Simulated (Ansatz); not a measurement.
`C#CO` + `[CH3]`• → `C#C[O]`• + CH₄ at 600 K and 1 bar (hydrogen abstraction from the O–H bond).

Calculated with Ansatz (gas phase, PBE0-D4/def2-TZVP geometries, no zero-point term in ΔE). CCSD(T)/CBS is extrapolated from def2-TZVPP and def2-QZVPP, frozen cores. Open shells (•) are unrestricted, without spin–orbit coupling. Each species was taken in one conformer, which may not be the lowest.

| species | CCSD(T)/CBS energy (Eh) | H − E (kJ/mol) | S (J/(mol·K)) |
| --- | --- | --- | --- |
| `C#CO` | -152.37782 | 116.0 | 292.0 |
| `[CH3]`• | -39.77951 | 101.9 | 224.9 |
| `C#C[O]`• | -151.75039 | 78.2 | 284.4 |
| CH₄ | -40.45885 | 140.4 | 215.7 |

H − E and S are ideal-gas, rigid-rotor, harmonic terms from PBE0-D4/def2-TZVP, for one conformer and one mirror image of each species, with the whole ground term of open shells counted as degenerate. 1 Eh = 2625.50 kJ/mol, R = 8.31446 J/(mol·K).

**Question.** By hand: ΔE, ΔH, ΔS and ΔG.

**Answer.** ΔE = (-151.75039) + (-40.45885) − (-152.37782) − (-39.77951) = -0.05191 Eh = -136.3 kJ/mol. Δ(H − E) = 78.2 + 140.4 − 116.0 − 101.9 = 0.7, so ΔH = -135.6 kJ/mol. ΔS = 284.4 + 215.7 − 292.0 − 224.9 = -16.8 J/(mol·K). ΔG = -135.6 − 600 × (-16.8)/1000 = -125.5 kJ/mol.

**Question.** By hand: the equilibrium constant, and the temperature at which ΔG would vanish if ΔH and ΔS stayed fixed.

**Answer.** log₁₀ K = −ΔG/(RT ln 10) = 10.9. ΔG = 0 at ΔH/ΔS = 8071 K, far beyond where these terms or the molecules hold.

ΔH outweighs TΔS. A doubt of 5 kJ/mol in ΔE shifts log₁₀ K by 0.4 here. Other conformers and mirror images would add mixing entropy, several J/(mol·K) or more a flexible species. These are equilibria of isolated gas molecules and say nothing of rates. Largest T1 diagnostic: 0.023 (customary marks: 0.02 for closed shells, 0.045 for open ones).
